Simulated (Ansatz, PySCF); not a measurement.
System: methanol, CH4O (charge 0, singlet). 
Coordinates optimised at B3LYP-D3(BJ)/def2-TZVP (Ansatz, an electronic-structure program):
SMILES: OC
```xyz
6

C     -0.0525     0.6636    -0.0008
O     -0.0399    -0.7570     0.0018
H     -1.0978     0.9691     0.0075
H      0.8740    -1.0577    -0.0054
H      0.4365     1.0833     0.8854
H      0.4213     1.0799    -0.8968
```
Charge 0, spin multiplicity 1.

Dipole moments at this geometry, in debye (magnitudes).

```csv
level,program,dipole (D)
HF/def2-TZVPD,PySCF,1.79
M06-L/def2-TZVPD,PySCF,1.54
r2SCAN/def2-TZVPD,Ansatz,…
B97M-V/def2-TZVPD,Ansatz,1.57
r2SCAN0/def2-TZVPD,Ansatz,1.67
CCSD(T)/aug-cc-pVDZ,Ansatz,…
```

**Question.** Complete the blanks.

**Answer.** 
- r2SCAN/def2-TZVPD, dipole (D): 1.61
- CCSD(T)/aug-cc-pVDZ, dipole (D): 1.66

Measured: 1.70 D (NIST CCCBDB, as tabulated in the package chemicals), a vibrational average. This is an older compilation, not checked against later work.
